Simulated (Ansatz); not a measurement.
Born–Oppenheimer molecular dynamics of ClH7Si2 (10 atoms, charge 0, multiplicity 1). It starts at the highest image of a converged band. Of that band: Neighbouring images differ by up to 2.5 eV, so the band resolves the path poorly. A vibrational analysis at the climbing image gives one clearly imaginary mode, 873i cm⁻¹: a first-order saddle point.

The calculation used RKS B3LYP/6-31G* (Ansatz).

```
ensemble                      : NVE (velocity Verlet)
time step                     : 0.5 fs
steps asked                   : 200
starting velocities drawn for : 100 K
seed                          : 3437
```

First frame:

```xyz
10
Properties=species:S:1:pos:R:3
Si -0.187 -0.201 0.002
Cl 0.287 1.758 1.836
H 0.848 -0.935 0.747
H 0.148 0.850 -0.971
H -0.972 -1.234 -0.756
Si -2.565 -0.140 1.099
H -3.293 0.124 -0.162
H -2.561 -1.573 1.471
H -3.048 0.714 2.206
H -1.024 0.639 1.223
```

How far do the bonds stretch over the last three quarters of this one trajectory? (Pairs bonded in most of those frames.)


```tsv
bond	mean (Å)	spread (Å)	shortest	longest
Si1–Cl2	2.413	0.274	1.85	2.65
Si1–H3	1.478	0.010	1.46	1.50
Si1–H4	1.477	0.006	1.47	1.49
Si1–H5	1.495	0.029	1.44	1.54
Si6–H7	1.485	0.020	1.45	1.52
Si6–H8	1.483	0.007	1.47	1.50
Si6–H9	1.487	0.011	1.47	1.51
Si6–H10	1.535	0.099	1.43	1.76
```

Mean temperature of the second half: 1275 K. The conserved energy stayed within 0.038 meV per atom of its start (net change 0.032 meV per atom), so the integration is sound. The kinetic energy rose, since the run started high on the potential surface and went downhill. It ends in pieces (ClH3Si + H4Si), so much of that is their flight and rotation, not heat. A run of 0.1 ps of so small a system gives no equilibrium averages. The orbitals stay closed-shell, which can raise the energy where a bond breaks towards radicals; this wasn't checked here.

Time of the run: 11 min on 1 thread of Arm Neoverse V1, on a shared host, peak memory 0.14 GiB.
